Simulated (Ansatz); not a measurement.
```yaml
crystal:
  periodic: [false, false, false]
  atoms:
    - {symbol: C, position_ang: [-0.470388, 1.140290, -0.539288]}
    - {symbol: C, position_ang: [-0.053826, -0.604904, -0.208511]}
    - {symbol: D, position_ang: [1.338781, 0.006429, 0.033578]}
    - {symbol: N, position_ang: [-0.650217, -0.699247, 1.093938]}
    - {symbol: H, position_ang: [-1.601946, 0.671545, -0.957658]}
    - {symbol: H, position_ang: [-0.681433, 1.696971, -0.181314]}
    - {symbol: H, position_ang: [-0.178839, 1.482062, -1.708153]}
    - {symbol: H, position_ang: [0.071346, -1.148456, -0.909479]}
    - {symbol: H, position_ang: [1.844972, 0.046066, -0.983295]}
    - {symbol: H, position_ang: [1.929406, -1.262644, 0.210982]}
    - {symbol: H, position_ang: [1.178186, 0.634602, 0.916161]}
    - {symbol: H, position_ang: [-1.654000, -0.995153, 0.928485]}
    - {symbol: H, position_ang: [0.085985, -1.551686, 1.616883]}
basis:
  gaussian: {orbitals: aug-cc-pVTZ}
hamiltonian: {xc: {name: wB97X-V}}
```

```sh
$ ansatz run in.yaml --threads 4 --pin off --events-out ev --progress --plain --max-ram 10444MiB
```

Output, abridged:

```
Error: YAML parse error: error: line 6 column 16: `D` is not an element symbol (H … Og, case-exact)
 --> <input>:6:16
4 |     - {symbol: C, position_ang: [-0.470388, 1.140290, -0.539288]}
5 |     - {symbol: C, position_ang: [-0.053826, -0.604904, -0.208511]}
6 |     - {symbol: D, position_ang: [1.338781, 0.006429, 0.033578]}
7 |     - {symbol: N, position_ang: [-0.650217, -0.699247, 1.093938]}
8 |     - {symbol: H, position_ang: [-1.601946, 0.671545, -0.957658]}
```

Something in this input is off. What?

An element symbol is wrong. The program refused the input.
